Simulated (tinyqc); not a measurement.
The basis set: RHF and MP2 along a ladder of basis sets, for CO, spin multiplicity 1. Computed by the program tinyqc with PySCF. Same geometry throughout; the dipole is taken about the origin.

Geometry (angstrom):

| atom | x | y | z |
|---|---|---|---|
| C | 0.0000 | 0.0000 | 0.0000 |
| O | 0.0000 | 0.0000 | 0.9620 |

RHF and frozen-core MP2 in a ladder of bases:

| basis | functions | E(RHF) (hartree) | E(MP2 corr) (hartree) | HOMO (eV) | LUMO (eV) | dipole (debye) |
|---|---|---|---|---|---|---|
| sto-3g | 10 | -111.083153 | -0.094044 | -12.4733 | 10.7553 | 0.5085 |
| 3-21g | 18 | -111.990444 | -0.181659 | -14.1542 | 6.6715 | 0.2757 |
| 6-31g | 18 | -112.563790 | -0.180108 | -14.3439 | 6.0357 | 0.2130 |
| 6-31g** | 28 | -112.646490 | -0.249427 | -14.2097 | 6.4797 | 0.4224 |
| cc-pvdz | 28 | -112.664620 | -0.258724 | -14.2361 | 6.1957 | 0.5357 |
| cc-pvtz | 60 | -112.704385 | -0.330005 | -14.4047 | 5.4061 | 0.5053 |

Estimate the missing row, basis = aug-cc-pvdz.

Computed row:
```
basis        functions  E(RHF) (hartree)  E(MP2 corr) (hartree)  HOMO (eV)  LUMO (eV)  dipole (debye)
aug-cc-pvdz         46       -112.670936              -0.270295   -14.4254     2.1150          0.4984
```

From cc-pVDZ to cc-pVTZ the RHF energy falls by 39.8 mhartree and the correlation energy by 71.3. If valence correlation converges as X^-3, (27 E(T) - 8 E(D))/19 gives -0.3600 hartree, a rough estimate from such small X that usually falls short; STO-3G holds about 26 % of it. Beyond STO-3G the LUMO moves by 4.6 eV and the HOMO by 0.3 eV; diffuse functions lower the positive LUMO sharply, since an unbound virtual level tracks the most diffuse function.
